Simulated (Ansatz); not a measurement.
CHO (SMILES [CH]=O) moved off its minimum; all values from Ansatz (a program for electronic structure), cores frozen in correlated methods. Open shells are unrestricted.
(charge 0, multiplicity 2)
```xyz
3

C     -0.5227     0.4312     0.0401
O      0.2410    -0.2934    -0.0609
H     -1.3983    -0.2349    -0.0106
```

### Question
Give the forces (eV/Å), the total energy and the dipole at CCSD(T)/aug-cc-pVTZ.

### Answer

```csv
atom,Fx,Fy,Fz
C1,-12.761,10.625,1.523
O2,16.118,-11.436,-1.703
H3,-3.357,0.811,0.180
```
Energy -113.6305 hartree, dipole 0.90 D.
